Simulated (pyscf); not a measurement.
F–SiH₃ + water (H₂O) -> HO–SiH₂–F + hydrogen (H₂) (four-centre exchange; singlet surface; H–Si, H–O broken, O–Si, H–H formed). Structures and frequencies: ωB97X-D3(BJ)/def2-SVP in PySCF. Energies in kcal/mol from the separated reactants.

```tsv
level	barrier	reaction energy
ωB97X-D3(BJ)/def2-TZVP	?	?
PBE/def2-TZVP	?	-21.8
r²SCAN/def2-TZVP	24.7	-24.4
B3LYP-D3(BJ)/def2-TZVP	29.0	-23.1
ωB97M-D3(BJ)/def2-TZVP	28.2	-22.9
HF/def2-TZVP	46.3	-21.3
```

Question: Fill in the missing entries.

Answer: 
- ωB97X-D3(BJ)/def2-TZVP, barrier: 28.9
- ωB97X-D3(BJ)/def2-TZVP, reaction energy: -23.0
- PBE/def2-TZVP, barrier: 23.8

The functionals in the table span 5.2 kcal/mol in this barrier, from PBE to B3LYP-D3(BJ). One saddle was located; it need not be the lowest between these sides.
